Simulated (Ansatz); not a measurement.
`C[SiH][SiH3]`• → C• + 7 H• + 2 Si•  (atomization)

Gas-phase electronic energies from Ansatz, PBE0-D4/def2-TZVP geometries. CCSD(T)/CBS is the MP2 limit (def2-TZVPP, def2-QZVPP) plus CCSD(T) − MP2 in def2-TZVPP, frozen cores. This one scheme is used for every species, atoms too. For atomizations the MP2-based limit and the directly extrapolated one differ by several kJ/mol either way, and by 10 to 25 for some Ge, Se and Sn compounds, so smaller differences from it don't rank the levels. No spin–orbit coupling; open shells (•) take unrestricted orbitals. Spin–orbit coupling would lower the free atoms: a little for C, Si.

| species | CCSD/CBS(def2) energy (Eh) |
| --- | --- |
| `C[SiH][SiH3]`• | -620.35102 |
| C• | -37.78991 |
| H• | -0.50000 |
| Si• | -288.94153 |

Task: Work out ΔE.

Result: ΔE = 7 × (-0.50000) + 2 × (-288.94153) + (-37.78991) − (-620.35102) = 1.17805 Eh = +3093.0 kJ/mol. CCSD(T)/CBS gives +3118.9 kJ/mol.

Largest T1 diagnostic among the species: 0.014.

Leaving LDA and LC-ωPBE aside and taking each functional with its dispersion term where it has one, the values, not all of them listed here, spread over 66.1 kJ/mol, from revPBE-D4 to B97M-V. LDA lies +353.5 kJ/mol from PBE without D4, its usual overbinding. The D4 term adds +30.8 kJ/mol with B3LYP and +16.1 kJ/mol with PBE0; it sums over pairs of atoms, weighted by their polarisabilities, and B3LYP, whose exchange is more repulsive, gets the larger term. From r2SCAN to r2SCAN0 (25 % exact exchange), in def2-TZVPP and without D4, ΔE moves by −18.1 kJ/mol: exact exchange takes away binding that semilocal exchange gives to molecules.

B3LYP here is the variant with VWN-RPA as its local correlation; programs differ in this.
